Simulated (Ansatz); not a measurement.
A nudged elastic band was laid between two geometries of C3H5N (9 atoms, charge 0, multiplicity 1).

Method: Ansatz, RKS PBE-D4/def2-SVP.

```
movable images  : 7
climbing image  : yes
spring          : 5.0 eV/Å²
optimiser       : quadratic models (default)
start path      : through a guess of the saddle point
force threshold : 0.05 eV/Å
iteration limit : 60
end points      : relaxed
```

Initial state:

```xyz
9
Properties=species:S:1:pos:R:3
C -0.327 0.989 -0.831
C 0.309 -0.049 0.004
N 1.450 -0.521 0.294
C 0.202 -1.140 0.964
H -1.051 0.524 -1.532
H -0.907 1.689 -0.194
H 0.431 1.556 -1.406
H -0.084 -2.158 0.639
H 0.066 -0.936 2.044
```

Final state:

```xyz
9
Properties=species:S:1:pos:R:3
C -0.383 0.931 -0.819
C -0.033 -0.103 0.159
N 1.253 -0.655 0.743
C -0.196 -0.951 1.123
H -1.468 1.151 -0.811
H 0.181 1.861 -0.591
H -0.088 0.626 -1.847
H 1.557 -1.430 0.112
H -0.734 -1.475 1.915
```

Problem. What changes between the two ends?

Solution. Bonds broken: C4–H8. Bonds formed: N3–H8.

Problem. Give the energies along the band, and the barrier.

Solution. It converged. The highest image is number 5 of 0 to 8, 2.59 eV above the first end and 1.05 eV above the last; the last end lies 1.55 eV above the first. A vibrational analysis at the climbing image gives one clearly imaginary mode, 1099i cm⁻¹: a first-order saddle point. The orbitals stay closed-shell, which can raise the energy where a bond breaks towards radicals; this wasn't checked here.

| image | path coordinate (Å) | energy (eV) | C4–H8 (Å) | N3–H8 (Å) |
| --- | --- | --- | --- | --- |
| 0 | 0.00 | 0.00 | 1.11 | 2.27 |
| 1 | 0.38 | 0.03 | 1.11 | 2.26 |
| 2 | 0.76 | 0.25 | 1.09 | 2.16 |
| 3 | 1.14 | 1.04 | 1.08 | 1.94 |
| 4 | 1.53 | 1.97 | 1.15 | 1.62 |
| 5 | 1.91 | 2.59 | 1.42 | 1.21 |
| 6 | 2.88 | 1.81 | 2.00 | 1.03 |
| 7 | 3.84 | 1.61 | 2.08 | 1.04 |
| 8 | 4.81 | 1.55 | 2.08 | 1.04 |

Problem. What is the geometry of the highest image?

Solution. 
```xyz
9
Properties=species:S:1:pos:R:3:forces:R:3
C -0.339 0.931 -0.761 0.00 0.00 0.01
C 0.140 -0.271 -0.047 0.03 0.01 -0.02
N 1.307 -0.833 -0.014 -0.02 0.00 0.00
C -0.299 -1.185 0.982 -0.03 -0.02 0.02
H -1.273 0.687 -1.307 0.00 0.00 0.00
H -0.596 1.728 -0.032 0.00 0.00 0.00
H 0.419 1.311 -1.471 0.00 0.00 0.00
H 0.960 -1.774 0.667 0.01 0.00 0.00
H -0.231 -0.639 1.965 0.01 0.00 0.00
```

Problem. What are the harmonic wavenumbers there?

Solution. 1099i, 127, 349, 389, 673, 844, 858, 938, 954, 1013, 1079, 1295, 1355, 1390, 1397, 1668, 2214, 2857, 2982, 3064, 3098 cm⁻¹.

Run time: 6.8 min on 1 thread of Intel(R) Xeon(R) Processor @ 2.70GHz, on a shared host, peak memory 0.15 GiB.
